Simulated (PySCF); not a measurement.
Molecule: `InChI=1S/H3O4P/c1-5(2,3)4/h(H3,1,2,3,4)`.

Numbering as in the mapped SMILES `[O:1]=[P:2]([OH:3])([OH:4])[OH:5]`. Each H is labelled by its parent atom.

Geometry PBE0-D3(BJ)/def2-SVP throughout; GIAO in PySCF 2.14, gas phase, one conformer, non-relativistic; equivalent atoms averaged; basis pcSseg-2.

For orientation, LC-wPBE gives these shifts δ (against H2O, H3PO4, TMS at the same level): O1 135.9, O3/O4/O5 106.3, P2 -6.2, H(O3)/H(O4)/H(O5) 3.33 ppm.

A run gave: O1 135.3, O3/O4/O5 104.4, P2 -6.0, H(O3)/H(O4)/H(O5) 3.19 ppm (shifts δ (against H2O, H3PO4, TMS at the same level)).

Which functional was used in that run?
A. B97-2
B. CAM-B3LYP
C. BHandHLYP
D. WP04

## Answers

A. O3/O4/O5 tells them apart best: B97-2 gives 104.4, CAM-B3LYP gives 109.5, BHandHLYP gives 99.6, WP04 gives 98.3 ppm.
